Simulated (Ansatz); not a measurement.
C₅H₁₀O, SMILES `CC(=O)C(C)C`: the same geometry under several functionals.

```yaml
crystal:
  periodic: [false, false, false]
  atoms:
    - {symbol: C, position_ang: [-0.647947, -1.188020, 1.319853]}
    - {symbol: C, position_ang: [0.620728, -0.462950, 0.952506]}
    - {symbol: O, position_ang: [1.649036, -0.660055, 1.552684]}
    - {symbol: C, position_ang: [0.573808, 0.512227, -0.210851]}
    - {symbol: C, position_ang: [0.660322, -0.269576, -1.521025]}
    - {symbol: C, position_ang: [-0.648630, 1.419409, -0.184900]}
    - {symbol: H, position_ang: [-1.315863, -0.501371, 1.848605]}
    - {symbol: H, position_ang: [-1.186250, -1.537931, 0.436124]}
    - {symbol: H, position_ang: [-0.412796, -2.025060, 1.974532]}
    - {symbol: H, position_ang: [1.479877, 1.116474, -0.110488]}
    - {symbol: H, position_ang: [1.550360, -0.901231, -1.547118]}
    - {symbol: H, position_ang: [-0.216851, -0.906511, -1.665153]}
    - {symbol: H, position_ang: [0.708283, 0.420480, -2.366717]}
    - {symbol: H, position_ang: [-1.573715, 0.853568, -0.322421]}
    - {symbol: H, position_ang: [-0.589313, 2.150509, -0.994546]}
    - {symbol: H, position_ang: [-0.724251, 1.970438, 0.755615]}
basis:
  gaussian: {orbitals: def2-TZVPP}
hamiltonian: {xc: {name: wB97M-V}}
output: {forces: true, orbitals: {seedname: orbitals}}
```

```sh
$ ansatz run in.yaml --threads 2 --pin off --events-out ev --progress --plain --max-ram 32768MiB --backend cuda --devices 0, --max-vram 18GiB
```

Shortened log:

```
Functional definition: wB97M-V
1641 factors; their error is unknown
432 factors; integrals over basis functions are off by at most 7.9e-6 eV
mean field evaluation 1: about -7387.3576 eV, gradient 6.0e1 eV
mean field evaluation 2: about -7389.7992 eV, gradient 5.4e1 eV
mean field evaluation 4: about -7394.8268 eV, gradient 3.1e0 eV
mean field evaluation 8: about -7394.8572 eV, gradient 6.1e-2 eV
mean field evaluation 16: about -7394.8276 eV, gradient 1.6e-4 eV
mean field -7394.82755251 eV, -271.7549001604 hartree, gradient 6.8e-5 eV, S^2 0.000000; 0 other end points of the search recorded, 0 dependent functions left out
reference -7394.82760372 eV, -271.7549020424 hartree; 24, 24 occupied and 302, 302 virtual orbitals, 1641 factors
Total energy: -7394.82760372 eV, -271.7549020424 hartree
Atom 0 at    -0.647947    -1.188020     1.319853 Å, force    -0.190645    -0.088755     0.063939 eV/Å
Atom 1 at     0.620728    -0.462950     0.952506 Å, force    -0.037211     0.038284    -0.042156 eV/Å
Atom 2 at     1.649036    -0.660055     1.552684 Å, force     0.119253    -0.029025     0.067321 eV/Å
Atom 3 at     0.573808     0.512227    -0.210851 Å, force     0.188123     0.093480     0.018066 eV/Å
Atom 4 at     0.660322    -0.269576    -1.521025 Å, force     0.012007    -0.079203    -0.160249 eV/Å
Atom 5 at    -0.648630     1.419409    -0.184900 Å, force    -0.151042     0.111684     0.006335 eV/Å
Atom 6 at    -1.315863    -0.501371     1.848605 Å, force     0.054074    -0.045787    -0.037443 eV/Å
Atom 7 at    -1.186250    -1.537931     0.436124 Å, force     0.049354     0.024368     0.054904 eV/Å
Atom 8 at    -0.412796    -2.025060     1.974532 Å, force    -0.013226     0.060998    -0.051615 eV/Å
Atom 9 at     1.479877     1.116474    -0.110488 Å, force    -0.069995    -0.044071    -0.004343 eV/Å
Atom 10 at     1.550360    -0.901231    -1.547118 Å, force    -0.061869     0.043540     0.003954 eV/Å
Atom 11 at    -0.216851    -0.906511    -1.665153 Å, force     0.048523     0.040801     0.014532 eV/Å
Atom 12 at     0.708283     0.420480    -2.366717 Å, force    -0.005966    -0.053506     0.060931 eV/Å
Atom 13 at    -1.573715     0.853568    -0.322421 Å, force     0.058332     0.024079     0.008275 eV/Å
Atom 14 at    -0.589313     2.150509    -0.994546 Å, force    -0.002202    -0.057141     0.057299 eV/Å
Atom 15 at    -0.724251     1.970438     0.755615 Å, force     0.002491    -0.039746    -0.059752 eV/Å
Dipole moment:    -0.505432     0.123787    -0.333298 e Å
```

Run time 8 s (2 threads of an AMD EPYC 7R13 on a shared host and a share of an NVIDIA H100 80 GB); peak host memory 0.94 GiB.

With the line `hamiltonian: {xc: r2scan, dispersion: d4}` (abridged; 7 s):

```
Functional definition: r2SCAN
mean field evaluation 16: about -7394.0056 eV, gradient 5.4e-4 eV
mean field -7394.00560335 eV, -271.7246940862 hartree, gradient 8.1e-5 eV, S^2 0.000000
Total energy: -7394.09217572 eV, -271.7278755621 hartree
Atom 0 force    -0.104984    -0.085413     0.020900 eV/Å
Atom 1 force    -0.242010     0.041285    -0.129537 eV/Å
Atom 2 force     0.400493    -0.082179     0.229178 eV/Å
Atom 3 force     0.073271     0.097452     0.022577 eV/Å
Atom 4 force     0.011738    -0.088731    -0.138575 eV/Å
Atom 5 force    -0.126538     0.092573    -0.010816 eV/Å
Atom 6 force    -0.003027    -0.009555    -0.013976 eV/Å
Atom 7 force    -0.014976     0.018608     0.015239 eV/Å
Atom 8 force    -0.007461     0.020006    -0.008195 eV/Å
Atom 9 force     0.008072     0.001500    -0.003417 eV/Å
Atom 10 force    -0.011035     0.005772     0.000457 eV/Å
Atom 11 force     0.008697     0.012076     0.008196 eV/Å
Atom 12 force    -0.001475    -0.005596     0.009683 eV/Å
Atom 13 force     0.013431     0.001797    -0.000451 eV/Å
Atom 14 force    -0.003287    -0.007714     0.006988 eV/Å
Atom 15 force    -0.000909    -0.011883    -0.008253 eV/Å
Dipole moment:    -0.500915     0.122081    -0.333026 e Å
```

With the line `hamiltonian: {xc: pbe0, dispersion: d4}` and no forces (abridged; 4.1 s):

```
Functional definition: PBE0
mean field evaluation 16: about -7389.5447 eV, gradient 8.3e-5 eV
mean field -7389.54471505 eV, -271.5607594646 hartree, gradient 8.3e-5 eV, S^2 0.000000
Total energy: -7389.81913792 eV, -271.5708443194 hartree
```
